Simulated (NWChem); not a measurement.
MgCl: a scaling law for UHF

The species is MgCl (2 atoms), meant as a doublet with charge 0. SMILES: `[Mg][Cl]`. The shape is that of a PBE0-D4/def2-TZVP optimisation.

UHF, gradient, NWChem 7.3.0, on 1 thread of AMD EPYC 7R13 (Zen 3), shared host. N is the number of basis functions, t the processor time.

| basis | N | t (s) | ln N | ln t |
| --- | --- | --- | --- | --- |
| cc-pVDZ | 36 | 21 | 3.584 | 3.045 |
| jun-cc-pV(D+d)Z | 49 | 30 | 3.892 | 3.401 |
| aug-cc-pVDZ | 54 | 36 | 3.989 | 3.584 |
| cc-pVTZ | 68 | 71 | 4.220 | 4.263 |
| jun-cc-pV(T+d)Z | 91 | ? | 4.511 | ? |
| aug-cc-pVTZ | 100 | 130 | 4.605 | 4.868 |

Problem. Fit t = C·Nᵖ to the known rows and estimate the time in jun-cc-pV(T+d)Z.

Solution. 
1. Means of the 5 rows: ln N = 4.05800, ln t = 3.8322.
2. Σ(Δln N)² = 0.58245, Σ(Δln N·Δln t) = 1.0982, so the slope is 1.0982/0.58245 = 1.8855.
3. Intercept: 3.8322 − (1.8855) × 4.05800 = -3.8192. The largest residual of the fit is 0.125.
4. ln t = -3.8192 + 1.8855 × 4.511, so t ≈ 110 s.

The run took 110 s, so the estimate is too short by a factor of about 1.0. The fitted power is 1.9, with the electron count fixed.
